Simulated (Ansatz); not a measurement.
A displaced shape of singlet HNO:

```xyz
3

N    -0.0095    0.4185   -0.3381
H     0.0353    1.3201    0.2001
O     0.0447   -0.5382    0.2870
```

It was optimised with PBE0/def2-SVP in Ansatz (development build ahead of 0.2.0) to forces under 0.001 eV/Å, with restricted orbitals. Each step stands on the lowest determinant of that kind that the program's search found.

**Question.** What shape does it relax to, and how does the optimisation go?

**Answer.**

```yaml
atoms:
  - { symbol: N, position_ang: [-0.0137, 0.4270, -0.3866] }
  - { symbol: H, position_ang: [0.0372, 1.3060, 0.2228] }
  - { symbol: O, position_ang: [0.0469, -0.5326, 0.3127] }
```

Bond lengths: N1–H2 1.071 Å, N1–O3 1.189 Å. Angles: H2–N1–O3 109.0°.

| step | E − E(start) (eV) | largest force (eV/Å) |
| --- | --- | --- |
| 1 | 0.0000 | 4.2983 |
| 2 | -0.1419 | 0.9441 |
| 3 | -0.1557 | 0.0845 |
| 4 | -0.1558 | 0.0341 |
| 5 | -0.1559 | 0.0017 |
| 6 | -0.1559 | 0.0002 |

The optimisation ended after 6 steps with its threshold met.
